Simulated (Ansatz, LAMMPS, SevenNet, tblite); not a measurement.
# Wurtzite ZnS (high-temperature phase), equilibrium lattice constant a

Reference value: 3.823 Å (measured, temperature not stated, no zero-point or thermal correction, our sources range from 3.811 to 3.823; as tabulated in Kisi, Elcombe, Acta Cryst. C 45, 1867 (1989), by the Crystallography Open …).

Question: What do ionic model grunwald2012, GFN1-xTB, SevenNet-l3i5, LDA, PBE, r²SCAN-D4, r²SCANh give, and how far is each from the reference?

Answer: 
```tsv
level (code)	value (Å)	difference (%)
ionic model grunwald2012 (rigid ions, LAMMPS)	3.897	+1.94
GFN1-xTB (tblite)	3.988	+4.32
SevenNet-l3i5	3.851	+0.73
LDA (Ansatz)	3.738	-2.22
PBE (Ansatz)	3.845	+0.58
r²SCAN-D4 (Ansatz)	3.791	-0.84
r²SCANh (Ansatz)	3.808	-0.39
```

The reference's temperature isn't stated, so close values are not ranked against it. Off by more than 1.25 %, or 1.75 % on the side where a correction would as a rule narrow the miss (bounds picked here): GFN1-xTB (+4.32 %), LDA (-2.22 %), ionic model grunwald2012 (+1.94 %).

The reference isn't brought to a static lattice, while the calculations are for one, so the differences are not the levels' errors alone.  GFN1-xTB: the method was fitted mainly to molecules. GFN1-xTB: the run uses a supercell at the zone centre in place of a k mesh. Cutoffs and k meshes differ between the levels. Ansatz's density-functional and Hartree–Fock values are scalar-relativistic unless marked +SOC, with PAW data made under PBE.

Empirical potentials (ionic model grunwald2012) are fitted to chosen data: where that held the value shown, agreement is built in, and what lay outside the fit can be far off. Machine-learned potentials (SevenNet-l3i5) are trained on DFT data: a solid inside that data is no test of them.

Differences are worked out from the printed values.

Ansatz is an electronic-structure program.
